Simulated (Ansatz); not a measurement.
## Scan of HB–AlH, triplet

Starting geometry (PBE0/def2-TZVP stationary point for this spin, not checked as a minimum):

```yaml
atoms:
  - { symbol: B, position_ang: [0.0000, 0.0000, 1.0513] }
  - { symbol: Al, position_ang: [0.0000, 0.0000, -0.8575] }
  - { symbol: H, position_ang: [0.0000, 0.0000, 2.2344] }
  - { symbol: H, position_ang: [0.0000, 0.0000, -2.4283] }
```

From there Al2, H4 move together along the line of the two atoms named below, all else staying in place; atoms are numbered as listed. Energies are in kcal/mol, counted from the starting geometry at the same level. Kohn–Sham curves are unrestricted where that lies lower.

Basis 6-31G; Ansatz 0.2.0. Correlated methods freeze the noble-gas cores. Active spaces: valence = (8e, 10o) chosen from the atoms' valence shells.

Runs in a small pair space aren't shown, since their orbitals change along the scan. The reference follows the lowest state, whose symmetry changes from Σ⁻ or Δ to Π between 2.606 and 3.030.

Full CI is exact within this basis and frozen core; it isn't the basis-set limit.

| distance B1-Al2 (Å) | full CI | curve A | curve B | curve C | curve D |
| --- | --- | --- | --- | --- | --- |
| 1.545 | 61.6 | 58.0 | 61.6 | 52.9 | 61.3 |
| 1.759 | 10.1 | 9.0 | 10.1 | 6.8 | 10.0 |
| 1.909 | 0.0 | 0.0 | 0.0 | 0.0 | 0.0 |
| 2.130 | 4.5 | 5.7 | 4.5 | 9.1 | 4.8 |
| 2.351 | 19.6 | 22.1 | 19.6 | 29.0 | 20.3 |
| 2.606 | 40.8 | 45.0 | 40.9 | 56.1 | 42.4 |
| 3.030 | 61.4 | 70.9 | 61.8 | 70.5 | 62.1 |
| 3.557 | 65.0 | 80.6 | 65.6 | 75.7 | 65.0 |
| 4.176 | 65.4 | 85.1 | 65.5 | 77.6 | 65.0 |
| 5.049 | 65.3 | 86.6 | 65.4 | 78.3 | 64.8 |
| 6.334 | 65.4 | 87.0 | 65.4 | 78.4 | 64.9 |

(1) The curves come from BCCD(T), CAM-B3LYP, MRCISD (valence space), PBE. Compare each with full CI and say which is which.

In so small a basis the reference is far from its limit while semilocal and hybrid functionals are nearer theirs, so the functionals' errors here hold much of the reference's basis and frozen-core error, which can add to them or hide them.

Answers

(1) A: PBE, B: MRCISD (valence space), C: CAM-B3LYP, D: BCCD(T). Spread of the error against full CI, over the points where both stand: A 25.2, B 0.6, C 23.9, D 2.0 kcal/mol. PBE at 6.334 Å lies 21.6 kcal/mol (33 %) above the reference in this basis. CAM-B3LYP at 6.334 Å lies 13.0 kcal/mol (20 %) above the reference in this basis. The program flagged some runs of BCCD(T) as in doubt.
